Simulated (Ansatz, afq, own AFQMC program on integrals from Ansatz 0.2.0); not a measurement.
## O, triplet in aug-cc-pVDZ, levels against full CI

A free O atom.

Basis aug-cc-pVDZ. Noble-gas cores (and the filled d shells of Ga–Kr and In–Xe) are frozen. Integrals, coupled cluster, full CI and functionals: Ansatz 0.2.0; the random walks run on the same integrals in our own AFQMC program. ph-AFQMC/CISD is guided by a CISD state made of CCSD amplitudes; releasing the constraint for a short imaginary time cuts its bias at the price of noise, slowly where states lie close. Uncertainties: one standard error, sampling alone.

Determinant: UHF, the one that the program's search chose, which needn't be the lowest solution.

Full CI on the same integrals is exact in this basis and with this determinant's frozen core.

Cautions: the ph-AFQMC/CISD walk drifts between its halves (2.2 errors).

- T1 diagnostic: 0.0097
- weight of the determinant in the CISD state: 0.963
- ⟨S²⟩ of the determinant: 2.008
- size of the correlated space: 6 electrons in 22 orbitals

```json
{"level": "MP2", "correlation energy (eV)": "-3.0032"}
{"level": "CCSD", "correlation energy (eV)": "-3.4624"}
{"level": "CCSD(T)", "correlation energy (eV)": "-3.5117"}
```

Q: Estimate where full CI lies against CCSD(T) on the same integrals.

A: 9.2 meV below CCSD(T).

Reference: full CI, correlation energy -3.521 eV. The released energy is read at 1.50 1/Eh (meV from the phaseless value at times in 1/Eh: -1.5 ± 0.8 at 0.24, -1.4 ± 0.8 at 0.50, -4.2 ± 0.6 at 1.00, -4.2 ± 0.7 at 1.50).

```
         level  E − E(reference) (meV)  share of correlation (%)
       CCSD(T)                     9.2                     99.74
         CCSDT                     1.7                     99.95
      CCSDT(Q)                     0.1                    100.00
        CCSDTQ                     0.0                    100.00
   ph-AFQMC/HF             51.8 ± 12.0                     98.53
 ph-AFQMC/CISD               4.2 ± 0.8                     99.88
released AFQMC               0.0 ± 0.7                    100.00
```

CCSDT and higher add their correlation energy to the determinant of the CCSD(T) run, since their own runs factorise the integrals more tightly (a shift of under 2 meV). A walk keeps the symmetry of its determinant, which the program's search chose and which needn't be the lowest solution, so a lower state of the same spin and another symmetry isn't excluded. Released energies are given only where the last usable release times agree within the noise; a slower fall can still hide under it.
